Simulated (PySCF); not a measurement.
**Stretching LiAl⁺**

Set-up: Li pcseg-1, Al pcseg-1; no relativity (PySCF 2.14). Energies in eV from Li⁺ + Al in their ground configurations at the same level. State: ²Σ⁺ (doublet), unpaired electrons σ ↑.

All columns are TPSS. A positive dipole points towards Al; it is taken about the centre of mass and depends on that origin.

| R (Å) | E (eV) | μ (D) | Mulliken charge on Li (basis-dependent) | HOMO (eV) | LUMO (eV) | Mayer bond order | ⟨S²⟩ |
| --- | --- | --- | --- | --- | --- | --- | --- |
| 2.557 | -1.060 | -5.86 | 0.65 | -9.12 | -7.69 | 0.48 | 0.75 |
| 2.676 | -1.149 | -6.10 | 0.65 | -9.07 | -7.58 | 0.47 | 0.75 |
| 2.795 | -1.198 | -6.35 | 0.66 | -9.00 | -7.50 | 0.46 | 0.75 |
| 2.884 | -1.214 | -6.54 | 0.66 | -8.95 | -7.49 | 0.46 | 0.75 |
| 2.973 | -1.218 | -6.73 | 0.66 | -8.89 | -7.47 | 0.46 | 0.75 |
| 3.062 | -1.212 | -6.92 | 0.66 | -8.83 | -7.45 | 0.46 | 0.75 |
| 3.181 | -1.193 | -7.16 | 0.65 | -8.74 | -7.43 | 0.46 | 0.75 |
| 3.330 | -1.159 | -7.47 | 0.65 | -8.64 | -7.40 | 0.46 | 0.75 |
| 3.508 | -1.108 | -7.82 | 0.64 | -8.50 | -7.37 | 0.46 | 0.75 |
| 3.746 | -1.035 | -8.29 | 0.63 | -8.32 | -7.33 | 0.47 | 0.75 |

A fit through these points gives, at Re = 2.959 Å, μ = -6.70 D and dμ/dR = -2.11 D/Å; the reduced mass is 5.568 u.

Problem. How strong is the fundamental in the double-harmonic approximation, I = 42.26·(dμ/dR)²/μred km/mol?

Solution. I = 42.26·(-2.11)²/5.568 = 33.8 km/mol at TPSS.

For an ion De counts to the pair picked by the measured ionisation energies or electron affinities, which need not be the lowest pair at this level. The state was picked by a PBE0 search and need not be the measured ground state.
